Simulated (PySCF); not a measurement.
Several orderings of computed values.

All species are isolated and taken at one optimised geometry, non-relativistic unless stated; the electronic structure was computed with PySCF and density fitting.

The conformers computed, where there is a choice (atom-mapped SMILES and torsion angles):
- `[CH2:1]=[CH:2][C@@H:3]1[CH2:4][C@@H:5]1[Si@H:6]([PH2:7])[NH:8][SiH3:9]`: C1–C2–C3–C4 -151°, C4–C5–Si6–P7 -6°, C5–Si6–N8–Si9 138°, H–P7–Si6–C5 72°, H–P7–Si6–C5 164°
- `[CH2:1]=[CH:2][CH2:3][C:4]1=[C:5]([F:6])[Si@@H:7]([O:8][CH3:9])[CH2:10]1`: C1–C2–C3–C4 117°, C2–C3–C4–C5 103°, C5–Si7–O8–C9 -93°
- `[CH3:1][C:2]#[C:3]/[CH:4]=[C:5](/[CH2:6][CH2:7][F:8])[SiH2:9][OH:10]`: C4–C5–C6–C7 -96°, C5–C6–C7–F8 -71°, C4–C5–Si9–O10 180°, H–O10–Si9–C5 -56°
- `[CH2:1]=[CH:2][Si@H:3](/[CH:4]=[CH:5]\[CH:6]=[CH:7]\[F:8])[O:9][CH3:10]`: C1–C2–Si3–C4 96°, C2–Si3–C4–C5 63°, C4–C5–C6–C7 -179°, C2–Si3–O9–C10 -64°
- `[CH3:1][C:2]#[C:3][P-:4][c:5]1[cH:6][cH:7][n:8][cH:9][cH:10]1`: C3–P4–C5–C6 0°

The conformers of `C[S@+]1CCC[C@@H]1OC=O`, `CO[SiH2]O/C=C/[SiH2]N` and `CS[SiH2][Si@H]([SiH2][SiH3])C(=O)O` aren't listed.

(1) Rank by HOMO energy, highest first (PBE0/pcSseg-1 at GFN2-xTB geometries).
A. `C[S@+]1CCC[C@@H]1OC=O`
B. `CC#C/C=C(/CCF)[SiH2]O`
C. `C=CCC1=C(F)[Si@@H](OC)C1`
D. `CCC#N`
E. `C=C[C@@H]1C[C@@H]1[Si@H](P)N[SiH3]`

(2) By how much do the two ends of that ranking differ?

(3) Rank by smallest rotational constant, highest first (GFN2-xTB).
A. `C(=C\C=C/[Si@@H](C=C)OC)/F`
B. `CCC#N`
C. `C=C[C@@H]1C[C@@H]1[Si@H](P)N[SiH3]`
D. `C1=NCC1`
E. `c1c([P-]C#CC)ccnc1`

(4) By how much do the two ends of that ranking differ?

(5) Rank by dipole moment, lowest first (PBE0/pcSseg-1 at GFN2-xTB geometries).
A. `C=C[C@@H]1C[C@@H]1[Si@H](P)N[SiH3]`
B. `[Si@@H](/C=C\C=C\F)(OC)C=C`
C. `C1=NCC1`
D. `CCC#N`
E. `CC#C/C=C(/CCF)[SiH2]O`

(6) Rank by HOMO–LUMO gap, lowest first (PBE0/pcSseg-1 at GFN2-xTB geometries).
A. `CCC#N`
B. `CO[SiH2]O/C=C/[SiH2]N`
C. `CC#C/C=C(/CCF)[SiH2]O`
D. `C[S@+]1CCC[C@@H]1OC=O`
E. `P[Si@H](N[SiH3])[C@H]1C[C@H]1C=C`
F. `CS[SiH2][Si@H]([SiH2][SiH3])C(=O)O`

(7) By how much do the two ends of that ranking differ?

Results:

(1) B (-6.70 eV), E (-6.82 eV), C (-6.99 eV), D (-9.39 eV), A (-12.93 eV).

(2) By 6.23 eV, between `CC#C/C=C(/CCF)[SiH2]O` and `C[S@+]1CCC[C@@H]1OC=O`.

(3) D (7.426 GHz), B (4.359 GHz), C (0.599 GHz), E (0.506 GHz), A (0.425 GHz).

(4) By 7.001 GHz, between `C1=NCC1` and `C=C[Si@H](/C=C\C=C\F)OC`.

(5) B (1.12 D), A (1.58 D), C (2.42 D), E (2.70 D), D (4.02 D).

(6) F (5.49 eV), C (5.67 eV), E (6.85 eV), B (7.20 eV), D (7.93 eV), A (10.07 eV).

(7) By 4.58 eV, between `CCC#N` and `CS[SiH2][Si@H]([SiH2][SiH3])C(=O)O`.
